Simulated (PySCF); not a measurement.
**Dipole moment and polarisability of `C=C1C=C1C`**

C₅H₆.
Atom-mapped SMILES: `[CH2:1]=[C:2]1[CH:3]=[C:4]1[CH3:5]` (hydrogens: H6, H7 on C1; H8 on C3; H9, H10, H11 on C5)

Geometry (PBE0-D3(BJ)/def2-SVP, Å), atoms numbered from 1 in this order:
```
atom  x, y, z in Å
C1     0.683    1.441   -0.744
C2    -0.129    0.630   -0.066
C3    -1.257    0.368    0.785
C4    -0.554   -0.676    0.371
C5    -0.321   -2.126    0.343
H6     1.520    1.039   -1.318
H7     0.531    2.522   -0.738
H8    -2.098    0.746    1.364
H9     0.688   -2.352    0.722
H10   -1.062   -2.674    0.941
H11   -0.355   -2.491   -0.696
```

Level: PBE0/def2-SVPD (PySCF), static field, nuclei fixed, core orbitals frozen in the response. The polarisability tensor in these axes (au):

```
x    57.67   5.96 -12.72
y     5.96  73.02  -7.50
z   -12.72  -7.50  51.21
```

Q: Give the principal values, the mean and the anisotropy Δα = √{½[(α1 − α2)² + (α2 − α3)² + (α1 − α3)²]}.

A: Principal values 41.13, 60.69 and 80.07 au; mean 60.63 au = 8.98 Å³ = 10.00 × 10⁻⁴⁰ C²·m²/J; Δα = 33.72 au (56 % of the mean).

Q: What is the dipole moment, and where does it point?

A: (-1.14, -2.08, 1.04) D, 2.59 D in size, pointing from the negative to the positive side. Measured along this direction, the outermost atoms are H7 at the negative end and H10 at the positive end.

Q: Traceless (Buckingham) quadrupole moment about the centre of nuclear charge: eigenvalues?

A: -3.85, -1.69, 5.54 D·Å. The values depend on the origin, since the dipole doesn't vanish. The electronic extent ⟨r²⟩ about the same centre is 447 bohr², a root-mean-square distance of 1.86 Å for the 36 electrons.

Q: Rayleigh depolarisation ratio (linearly polarised light, static tensor)?

A: ρ = 3Δα²/(45ᾱ² + 4Δα²) = 3411.2/(165426 + 4548.3) = 0.0201.

Q: In a dilute gas of rigid molecules at 250 K, how does the orientational term μ²/3kT compare with the electronic polarisability?

A: In Gaussian units μ²/3kT = 64.79 Å³ against 8.98 Å³, a ratio of 7.21; the Debye molar polarisation (4π/3)N_A(α + μ²/3kT) is 186.1 cm³/mol, leaving out the vibrational part.

Q: Directions of the eigenvectors, and the extent of the frame along each?

A: Largest value along (0.44, 0.80, -0.40), where the nuclei span 5.54 Å; middle along (0.68, -0.59, -0.44), 4.00 Å; least along (0.59, 0.08, 0.80), 1.77 Å. The response follows the extents in order.

Geometry: PBE0-D3(BJ)/def2-SVP; no solvent, vibrations or thermal averaging.
